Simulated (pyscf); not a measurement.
H₃C–SiH₂–Cl → methane (CH₄) + :HSi–Cl [singlet], a 1,1-elimination (singlet surface; C–Si, H–Si broken, C–H formed). PySCF, gas phase, ωB97X-D3(BJ)/def2-SVP geometries. MP2 and CC: frozen core, UHF for open shells. ΔMP2 is the change of the MP2 total energy from the triple- to the quadruple-zeta basis. Energies in eV from the reactant's lowest minimum found.

Small-basis levels: PySCF, no dispersion term, spherical d functions. AM1 to PM7: differences of heats of formation from MOPAC. GFN2-xTB: tblite. Cost: rough CPU time at the saddle relative to B3LYP/6-31G*, from one job on a shared machine.

```
level                             barrier  reaction energy        cost
--------------------------------  -------  ---------------  ----------
B3LYP/STO-3G                         4.33            +2.49         0.6
B3LYP/3-21G                          3.16            +1.57         0.8
B3LYP/LANL2DZ                        3.25            +1.77         0.7
PBE/def2-SVP                         2.91            +1.91           2
GFN2-xTB                             3.33            +1.63  under 0.02
AM1                                  2.86            +2.47  under 0.02
PM6                                  3.68            +2.84  under 0.02
CCSD(T)/def2-TZVPP + ΔMP2(QZVPP)     3.35            +2.01           –
```

Against the last row the barrier runs from -0.49 (AM1) to +0.97 eV (B3LYP/STO-3G); GFN2-xTB happens to lie closest here (0.02 eV apart). CCSD(T)/def2-TZVPP + ΔMP2(QZVPP) has limits of its own. The same reactants have a lower exit, to H₃C–Si:–Cl [singlet] + H₂ (barrier +3.07 eV at ωB97M-D3(BJ), against +3.37 eV here). One saddle was located; it need not be the lowest between these sides. The CCSD(T) − MP2 part came from Ansatz, without density fitting, on the same reference.
